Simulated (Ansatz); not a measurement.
## GaGeH$_{3}$⁺ (H-bridged), doublet: reading a ladder of total energies

Geometry: that of the GaGeH3 (H-bridged), singlet, kept fixed.

```csv
atom,x (Å),y (Å),z (Å)
Ge,-0.0029,0.0000,1.1507
Ga,-0.0317,0.0000,-1.1673
H,0.9218,1.0676,0.2232
H,0.9218,-1.0676,0.2232
H,0.5638,0.0000,-2.6290
```

Basis cc-pVDZ; Ansatz 0.2.0. Correlated methods freeze the noble-gas cores and the filled d shells of p-block atoms, which leaves 9 electrons in 41 orbitals. Prefix R: restricted or restricted open-shell reference; prefix U: unrestricted. No spin–orbit coupling is included, and no scalar relativity.

Full CI isn't at hand for all of this; UCCSDT(Q) serves as the reference, and is uncertain by about the last step of the cluster series.

Runs differ by some tens of microhartree through their thresholds and, for an open shell, their frozen cores, so steps under 0.03 kcal/mol mean nothing.

| level | total energy (hartree) |
| --- | --- |
| UHF | -3999.958118 |
| UMP2 | -4000.090361 |
| UCCSD | -4000.126348 |
| UCCSD(T) | -4000.131728 |
| UCCSDT | -4000.133039 |
| UCCSDT(Q) | -4000.133298 |

**Question.** What is the correlation energy at UCCSDT(Q), and what share of it do UMP2 and UCCSD recover?

**Answer.** E(corr) = -4000.133298 − (-3999.958118) = -0.175180 hartree = -4.767 eV. UMP2: -0.132243 / -0.175180 = 75.49 %. UCCSD: -0.168230 / -0.175180 = 96.03 %.

**Question.** By how many kcal/mol does UCCSD(T) miss UCCSDT(Q) (1 hartree = 627.509 kcal/mol), and which steps make up the rest?

**Answer.** -4000.131728 − (-4000.133298) = 0.001570 hartree = 0.99 kcal/mol. Steps: UCCSDT − UCCSD(T) = -0.82, UCCSDT(Q) − UCCSDT = -0.16 kcal/mol. Differences between like states or geometries often cancel part of this.
